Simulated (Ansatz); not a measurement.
Energy needed to pull apart C$_{2}$H$_{5}$B (SMILES B1CC1), singlet, into free ground-state atoms, from the structure below (at a frame of a short PBE0-D4/def2-SVP trajectory); no zero-point or spin–orbit terms; open-shell atoms are treated unrestricted, in their ground-state multiplicity.

```
8
angstrom
B -0.8872 -0.0921 -0.5026
C 0.0992 0.7787 0.2542
C 0.3997 -0.7208 0.0246
H -1.8914 -0.1756 -1.0760
H 0.8009 1.5170 -0.2060
H -0.0795 1.0917 1.3077
H 0.3525 -1.4225 0.8889
H 1.1804 -1.0146 -0.7118
```

Program: Ansatz 0.2.0. Basis: def2-TZVPP. Cores are frozen in the correlated methods.

```
   method  atomization energy (kcal/mol)
   PBE-D4                          742.9
r2SCAN-D4                          732.0
  PBE0-D4                          734.3
  wB97M-V                          730.0
       HF                              ?
      MP2                          716.6
     CCSD                              ?
  CCSD(T)                          706.6
```

What does HF give? (An estimate is asked for; the value comes from the calculation.)

The calculation gives: 553.0 kcal/mol, which is about 153.5 kcal/mol less than CCSD(T)/def2-TZVPP.

What does CCSD give? (Judge from chemistry; the value comes from the calculation.)

By the calculation: 698.0 kcal/mol, which is about 8.5 kcal/mol less than CCSD(T)/def2-TZVPP.

In triple zeta the MP2 and coupled-cluster atomization energies are still short of their basis limit by a few kcal/mol a bond, whereas those of the functionals are nearly converged, so these differences are not deviations from converged CCSD(T).

No T1 diagnostic of these runs exceeds 0.010.

For scale, one of the runs: CCSD(T)/def2-TZVPP forces, 163 basis functions, launched by `ansatz run in.yaml --threads 2 --pin off --events-out ev --progress --plain --max-ram 3481MiB`. Hardware: 2 CPU threads of an AMD EPYC, shared host. Wall time 4.1 min; peak host memory 2.3 GiB.
